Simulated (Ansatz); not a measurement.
Species: CH2O, charge 0, triplet. This triplet is an excited state, 3.2 eV above the singlet at CCSD(T)/cc-pV5Z (Ansatz, a first-principles code). CH2O (parent SMILES C=O, triplet).
B3LYP-D3(BJ)/def2-TZVP minimum from Ansatz:
```
C
O 1 1.3013
H 1 1.0996 2 114.04
H 1 1.0996 3 113.99 2 -133.37
```
Charge 0, spin multiplicity 3.

Hartree-Fock and CCSD(T) correlation energies in hartree (Ansatz). Open shells are spin-unrestricted; no spin-orbit coupling. Cores are frozen in correlated methods. No relativity. The spin of CH2O (parent SMILES C=O, triplet) was assumed, and the state is the lowest solution found for it.

```json
[
 {"basis": "cc-pVTZ", "X": "3", "E(HF)": "-113.83908", "E(corr, CCSD(T))": "-0.37777"},
 {"basis": "cc-pVQZ", "X": "4", "E(HF)": "-113.84782", "E(corr, CCSD(T))": "-0.40291"},
 {"basis": "cc-pV5Z", "X": "5", "E(HF)": "-113.85012", "E(corr, CCSD(T))": "withheld"}
]
```

**Question.** Fit E(corr) = E∞ + A/X³ to X = 3 and 4, predict X = 5, and compare with the run.

**Answer.** A = (-0.37777 - (-0.40291))/(1/27 - 1/64) = 1.1741; E∞ = -0.40291 - A/64 = -0.42126; at X = 5, E∞ + A/125 = -0.41186. The run gave -0.41167, 0.19 mEh above the prediction. The same form on X = 4 and 5 gives E∞ = -0.42086, 0.39 mEh above the first estimate.
